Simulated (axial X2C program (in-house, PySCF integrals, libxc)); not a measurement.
## Levels of BCl⁺ by electron attachment to BCl²⁺ (EOM-EA-CCSD)

Calculated with an axial X2C code built on PySCF integrals: two-component X2C with atomic mean-field Coulomb and Gaunt terms, Gaussian nuclei, basis Cl dyall-av3z, B dyall-av3z with contracted cores.

R = 1.601 Å (near the PBE0 minimum at charge 1 of the determinant lowest at the starting distance; the state shown can have its own minimum elsewhere).

Hartree–Fock spinors of BCl²⁺ (one of each Kramers pair; a window near the gap, which can cut inner shells):

```csv
ω,occupied,ε (eV),character
1/2,yes,-30.02,"68% Cl p, 19% B p, 7% B d"
3/2,yes,-29.92,"68% Cl p, 19% B p, 7% B d"
1/2,no,-19.47,"46% B p, 36% B s, 10% Cl p"
1/2,no,-14.59,"61% B p, 14% Cl d, 13% Cl p"
3/2,no,-14.59,"61% B p, 14% Cl d, 13% Cl p"
1/2,no,-7.80,"50% B s, 22% Cl s, 15% B d"
1/2,no,-7.57,"34% B p, 17% Cl p, 17% Cl d"
3/2,no,-6.46,"65% B p, 28% Cl p, 4% B d"
```

Levels of BCl⁺ obtained by attaching an electron to BCl²⁺:

```json
{"Ω": "1/2", "binding energy (eV)": "20.556", "above lowest (cm⁻¹)": "0", "attached spinor": "46% B pσ, 36% B sσ, 10% Cl pσ", "one-particle weight": "0.95"}
{"Ω": "1/2", "binding energy (eV)": "15.487", "above lowest (cm⁻¹)": "40885", "attached spinor": "62% B pπ, 13% Cl dπ, 13% Cl pπ", "one-particle weight": "0.94"}
{"Ω": "3/2", "binding energy (eV)": "15.469", "above lowest (cm⁻¹)": "41026", "attached spinor": "62% B pπ, 13% Cl pπ, 13% Cl dπ", "one-particle weight": "0.94"}
```

(1) What is the splitting of the first π pair in the table, and is it regular or inverted?

This point took 14 s on 1 thread of Intel(R) Xeon(R) Processor @ 2.30GHz, on a shared host.

Reference electrons by ω block (each with its −ω partner): 1/2: 8, 3/2: 2. 8 electrons of BCl²⁺ correlated (inner shells frozen), 92 natural virtual spinors (a truncated set); levels can be off by some tenths of an eV. Roots sought by Ω: (1/2: 5, 3/2: 4, 5/2: 2, 7/2: 1); the list ends where they run out and leaves out roots under 60 % one-particle weight. The solver can skip a root, and states that need a further excitation, which the method places far too high, are missing though they may lie low or lowest. T1 of the reference 0.028 (Lee–Taylor). The reference was not checked to be the lowest state of its species. Number of frozen shells: Cl 2 s, 1 p; B 1 s. Large amplitudes in the reference (orbital relaxation or multireference character) lower the reliability.

## Answers

(1) E(3/2) − E(1/2) = 41026 − 40885 = 141 cm⁻¹ at EOM-EA-CCSD: regular, Ω = 1/2 lower. Splittings at this level can be off by ten to twenty per cent.
